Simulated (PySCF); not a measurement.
# C4H5F: the cost of one run

The runs use PySCF 2.14.0, with density-fitted response routines of our own; the level of theory stands in each step. All values are computed, except where a source is named. Atoms are numbered from 0 throughout.

### Step 1. The starting structure

10 atoms, charge 0, multiplicity 1; geometry from: GFN2-xTB. The atoms were then displaced at random by about 0.01 Å, so the start is not that level's minimum.

Bonds of the start (Å): F0–C1 1.34, C1–C2 1.47, C2–C3 1.47, C3–C4 1.53, C3–C1 1.48, C4–C1 1.48, C2–H5 1.09, C2–H6 1.10, C3–H7 1.07, C4–H8 1.11, C4–H9 1.08.

### Step 2. Relaxing the molecule at PBE0-D3(BJ)/def2-SVP

Job settings and geometry (Å):

```
{"job": {"xc": "PBE0", "basis": "def2-SVP", "d3": "d3bj", "grid": 1, "shake": 0.01, "kind": "geom"}, "charge": 0, "multiplicity": 1}
F     -0.262210    -0.046670    -2.073990
C     -0.091080     0.162470    -0.763210
C      1.143430     0.128490     0.037250
C      0.016650    -0.732840     0.405260
C     -1.062780     0.345380     0.336740
H      2.021760    -0.354770    -0.389980
H      1.419930     0.983250     0.667230
H     -0.082870    -1.780060     0.572070
H     -0.965870     1.226950     1.008100
H     -2.086520     0.046860     0.179480
```

Run with:

```sh
$ OMP_NUM_THREADS=1 python probes_run.py task.json out
```

The driver reads the jobs from task.json and runs them one after another.

Q: Estimate the wall time and peak memory of this first job on 1 thread of Arm Neoverse N1, shared host.

About 44 s, with a peak of 0.4 GiB.
